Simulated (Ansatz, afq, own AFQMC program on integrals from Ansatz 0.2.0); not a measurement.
**BGeH3, singlet → BGeH₃⁺, doublet**

| atom | x (Å) | y (Å) | z (Å) |
| --- | --- | --- | --- |
| Ge | -0.0022 | 0.0000 | 0.3187 |
| B | -0.0666 | 0.0000 | -1.6292 |
| H | 1.1607 | 0.0000 | -1.0289 |
| H | -0.1421 | -1.0387 | -2.2309 |
| H | -0.1421 | 1.0387 | -2.2309 |

Connectivity, by distances: Ge–BH2, 1 bridging H.

E(doublet, charge +1) − E(singlet, charge +0) at this geometry, on RHF and UHF determinants.

Basis cc-pVDZ. Noble-gas cores (and the filled d shells of Ga–Kr and In–Xe) are frozen. AFQMC by an in-house program on the Cholesky factors that Ansatz 0.2.0 writes for its CCSD(T) run. The CISD trial takes its coefficients from CCSD amplitudes. Released means that phaseless walkers are propagated on without the constraint, phases kept. Error bars are statistical, one sigma. No spin–orbit coupling. The errors of all members are added in quadrature.

No full CI on the walks' own integrals is used here; CCSDT(Q) serves as the reference and is uncertain by about the last step of the cluster series. Each member takes its own surest rung, up to full CI.

Errors are counted within cc-pVDZ, not against nature.

Cautions: inner d shell frozen; no relativity below Rb; no spin-orbit coupling; BGeH₃ (singlet): restricted determinant unstable towards unrestricted (UHF 10 meV lower, ⟨S²⟩ 0.16).

| level | vertical ionization energy (eV) |
| --- | --- |
| MP2 | 8.534 |
| HF | 7.749 |

Q: From these cheaper values, estimate the vertical ionization energy at the reference level in cc-pVDZ.

A: 8.538 eV (CCSDT(Q) in cc-pVDZ).

```json
{"level": "CCSD", "vertical ionization energy (eV)": "8.507", "error against CCSDT(Q) (eV)": "-0.031"}
{"level": "CCSD(T)", "vertical ionization energy (eV)": "8.539", "error against CCSDT(Q) (eV)": "0.001"}
{"level": "CCSDT", "vertical ionization energy (eV)": "8.535", "error against CCSDT(Q) (eV)": "-0.004"}
{"level": "ph-AFQMC/HF", "vertical ionization energy (eV)": "8.642 ± 0.064", "error against CCSDT(Q) (eV)": "0.104 ± 0.064"}
{"level": "ph-AFQMC/CISD", "vertical ionization energy (eV)": "8.568 ± 0.022", "error against CCSDT(Q) (eV)": "0.030 ± 0.022"}
{"level": "released AFQMC", "vertical ionization energy (eV)": "8.556 ± 0.024", "error against CCSDT(Q) (eV)": "0.018 ± 0.024"}
```

Correlation beyond CCSD(T) changes it by less than 2 meV. The perturbative (T) step is worth +0.032 eV.

A walk keeps the symmetry of its determinant, which the program's search chose and which needn't be the lowest solution, so a lower state of the same spin and another symmetry isn't excluded. Released energies are given only where the last usable release times agree within the noise; a slower fall can still hide under it.
